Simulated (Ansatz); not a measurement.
Reaction: SO2 (sulfur dioxide, SMILES O=S=O) → SO2+ (parent SMILES O=S=O, doublet) + e-
Each species at its own B3LYP-D3(BJ)/def2-TZVP minimum (Ansatz, a quantum-chemistry and plane-wave program).

Wanted: adiabatic ionisation energy (electronic), in eV. Radicals and triplets start from unrestricted determinants; spin-orbit coupling is neglected. CBS(X,Y): correlation extrapolated as X^-3, Hartree-Fock from the larger set (Q,5: extrapolated as (X+1)exp(-9√X)). A bracket is a step between two methods taken in the basis named. Functionals run without relativity, which enters their misses. Double hybrids freeze cores in their MP2 part. '+ core + X2C': CCSD(T) terms for core correlation (cc-pwCVTZ, 1s frozen past Ne) and scalar relativity (cc-pVTZ-DK). The restricted determinant of O2S (O=S=O, singlet) is unstable towards broken spin symmetry in at least one set run. The UHF reference of O2S+ (parent SMILES O=S=O, doublet) is spin-contaminated (<S^2> up to 0.05 over the pure value in the sets run). The determinant of O2S+ (parent SMILES O=S=O, doublet) is a saddle point of the SCF energy; a lower one exists, which strains HF and MP2.

CCSD(T)/CBS(cc-pV(Q+d)Z,cc-pV(5+d)Z) + [CCSDT(Q) - CCSD(T)]/cc-pV(T+d)Z + core + X2C (Ansatz) gives 12.36 eV.

Problem. How far off this value is PBE/def2-TZVPD (Ansatz), in which direction, and how far these levels: r2SCAN/def2-TZVPD, B3LYP/def2-TZVPD, PBE0/def2-TZVPD, wB97M-V/def2-TZVPD, B2PLYP/def2-TZVPD, CCSD(T)/CBS(cc-pV(Q+d)Z,cc-pV(5+d)Z) + core + X2C?

Solution. PBE gives 11.95 eV, 0.41 eV below it. Differences of the others: r2SCAN/def2-TZVPD (Ansatz) -0.33; B3LYP/def2-TZVPD (Ansatz) -0.06; PBE0/def2-TZVPD (Ansatz) -0.13; wB97M-V/def2-TZVPD (Ansatz) 0.04; B2PLYP/def2-TZVPD (Ansatz) -0.19; CCSD(T)/CBS(cc-pV(Q+d)Z,cc-pV(5+d)Z) + core + X2C (Ansatz) 0.05 eV.
